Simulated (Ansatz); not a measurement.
Si, diamond: geometry optimisation

All numbers below come from DFT, LDA (PW92), plane waves (420 eV) with PAW, scalar-relativistic (Ansatz 0.2.0). The PAW files were generated under PBE, with cores re-solved for the functional.

k-point mesh 6×6×6, Fermi-Dirac smearing 0.05 eV, no spin polarisation. Cell and atoms relax.

Starting structure:

```yaml
crystal:
  lattice:
    - [0.0, 2.71535, 2.71535]
    - [2.71535, 0.0, 2.71535]
    - [2.71535, 2.71535, 0.0]
  atoms:
    - { symbol: Si, position: [0.5, 0.5, 0.5] }
    - { symbol: Si, position: [0.75, 0.75, 0.75] }
hamiltonian:
  xc: lda
  pseudopotentials:
    kind: paw
    azcp:
      Si: "pseudopotentials/Si.paw.azcp"
basis:
  ecutwfc: 420
  fft_grid_basis: typed
kpoints:
  mp_grid: { grid: [6, 6, 6], shift: [0, 0, 0] }
magnetization:
  spin_polarized: false
scf:
  occupations: { method: fermi_dirac, width: 0.05 }
relax:
  max_steps: 60
  f_tol: 0.01
  cell: {}
```

Problem. The pressure at the start is -1.4 GPa. By how much does the volume change?

Solution. From 20.02 to 19.72 Å³ per atom, -1.5 %. The final cell has a = 5.403 Å.

Problem. How much energy does the relaxation gain?

Solution. 1.3 meV per atom.

Path of the relaxation (the plane waves are chosen anew near the end, which can shift the energy a little):

```json
{"step": "0", "E − E(final) (meV/atom)": "1.33", "V (Å³/atom)": "20.021", "P (GPa)": "-1.42", "max force (eV/Å)": "0.000"}
{"step": "1", "E − E(final) (meV/atom)": "0.00", "V (Å³/atom)": "19.792", "P (GPa)": "-0.35", "max force (eV/Å)": "0.000"}
{"step": "2", "E − E(final) (meV/atom)": "-0.09", "V (Å³/atom)": "19.719", "P (GPa)": "0.01", "max force (eV/Å)": "0.000"}
{"step": "3", "E − E(final) (meV/atom)": "0.00", "V (Å³/atom)": "19.719", "P (GPa)": "0.00", "max force (eV/Å)": "0.000"}
```
